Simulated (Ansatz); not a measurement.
Basis-set extrapolation for `O=S(=O)(O)O` (PBE0-D4/def2-TZVP geometry, frozen core, Ansatz 0.2.0). Multiplicity 1, RHF reference.

|  | def2-TZVPP | def2-QZVPP |
| --- | --- | --- |
| HF | -698.281149 | -698.309694 |
| MP2 correlation | -1.135236 | -1.231859 |
| CCSD(T) correlation | -1.180191 | -1.273325 |

Energies in hartree. Use E(X) = E(∞) + A·exp(−7.88·√X) for Hartree–Fock and E(X) = E(∞) + B·X^(−2.97) for correlation, with X = 3 and 4.

What is the CCSD(T) energy at the basis-set limit?

HF limit: -698.309694 + (-0.028545) × 0.13774 = -698.31363. Correlation limit: -1.273325 + (-0.093134) × 0.74074 = -1.34231. Total: -699.65594 hartree, 122.1 kcal/mol below CCSD(T)/def2-TZVPP.
